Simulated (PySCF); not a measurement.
Compound: C3H5O2 (doublet state).
SMILES with atom numbers: `[CH2:1][CH2:2][O:3][CH:4]=[O:5]` (hydrogens: H6, H7 on C1; H8, H9 on C2; H10 on C4)

Structure used (GFN2-xTB), in Å, numbered top down from 1:
```
atom  x, y, z in Å
C1     1.545    0.355   -0.636
C2     0.529   -0.342    0.156
O3    -0.595    0.522    0.426
C4    -1.781    0.130    0.010
O5    -2.046   -0.884   -0.566
H6     2.585    0.159   -0.476
H7     1.246    1.065   -1.380
H8     0.122   -1.227   -0.371
H9     0.926   -0.675    1.121
H10   -2.522    0.901    0.282
```

The hyperfine couplings belong to this conformer and change with its torsions.

Theory: UKS B3LYP, pcH-1 on C H O, non-relativistic, mean-field spin-orbit, GIAO in PySCF. Isolated species at its GFN2-xTB geometry (one conformer only). The geometry wasn't refined by DFT: couplings that depend on bond lengths, twists or pyramidal angles can differ widely from those at the functional's own minimum. The SCF solution wasn't tested for stability.

The largest Mulliken spin populations are on C1 (+1.07) and C2 (-0.08). C1 is the only atom above +0.15. The positive populations add up to 1.17 and the negative ones to -0.17, together 2S = 1. The angles at C1 add up to 360.0°, so it is planar; its axial dipolar tensor and the negative couplings of its protons fit spin in a p orbital normal to that plane.

(1) McConnell's relation a(H) = Q·ρ ties the coupling of a proton on a planar π carbon to the spin population of that carbon. What Q do the computed values give?

(2) List the C–H protons on four-coordinate carbons next to a three-coordinate spin centre, with their couplings and θ (C–H bond against the normal to the plane of the centre's neighbours, projected along the bond that joins the two).

## Answers

(1) 
```json
{"H": "H6", "C": "C1", "ρ(C)": "+1.072", "a(H) (G)": "-22.74", "a/ρ (G)": "-21.2"}
{"H": "H7", "C": "C1", "ρ(C)": "+1.072", "a(H) (G)": "-22.64", "a/ρ (G)": "-21.1"}
```

These protons share one ρ (within 0.01), so their mean ratio, Q = -21.2 G, is no test of linearity. In McConnell's picture π spin on carbon polarises the C–H bond and leaves opposite spin at the proton, which makes Q negative, as found here.

(2) 
| β H | on | centre | θ (°) | cos²θ | a (G) |
| --- | --- | --- | --- | --- | --- |
| H8 | C2 | C1 | 7 | 0.99 | +54.74 |
| H9 | C2 | C1 | 65 | 0.18 | +16.97 |

Couplings in gauss use g_iso = 2.0026.
